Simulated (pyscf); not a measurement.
Single points on ωB97X-D3(BJ)/def2-SVP structures (PySCF, gas phase). Correlated levels are frozen-core, on RHF or UHF. ΔMP2 is the change of the MP2 total energy from the triple- to the quadruple-zeta basis.

Task: Estimate by transition-state theory the rate constant of silylamine (H₂N–SiH₃) + H₂B–OH -> H₂B–NH–SiH₃ + water (H₂O) (singlet surface; H–N, B–O broken, B–N, H–O formed) at 1200 K, with CCSD(T)/def2-TZVPP + ΔMP2(QZVPP) energies (ideal gas, 1 atm, RRHO with modes under 100 cm⁻¹ raised to 100, one conformer, R ln 2 for rigid chiral ones; no tunnelling).

Result: The electronic barrier is 13.2 kcal/mol and the thermal terms add +49.7, so ΔG‡ = 62.9 kcal/mol. With k_BT/h = 2.50e+13 s⁻¹ and RT = 2.385 kcal/mol, and a volume of 1.64e-19 cm³ per molecule at 1 atm, k = 1.4e-17 cm³ molecule⁻¹ s⁻¹. Wigner's tunnelling factor for 1332i cm⁻¹ would be 1.11. A shift of 1 kcal/mol in the barrier changes k by a factor 1.5. On the reactant side the descent ends in an adduct with a B–N contact, 9.6 kcal/mol under the separated species and 21.6 kcal/mol under the saddle at ωB97X-D3(BJ)/def2-TZVP. What is counted as formed (B–N) is already present as a longer contact in the reactant adduct; forming that adduct is a step of its own. The products may also form a dative adduct at H₂B–NH–SiH₃; it and routes through it were not searched. One saddle was located; it need not be the lowest between these sides. The CCSD(T) − MP2 part came from Ansatz, without density fitting, on the same reference.
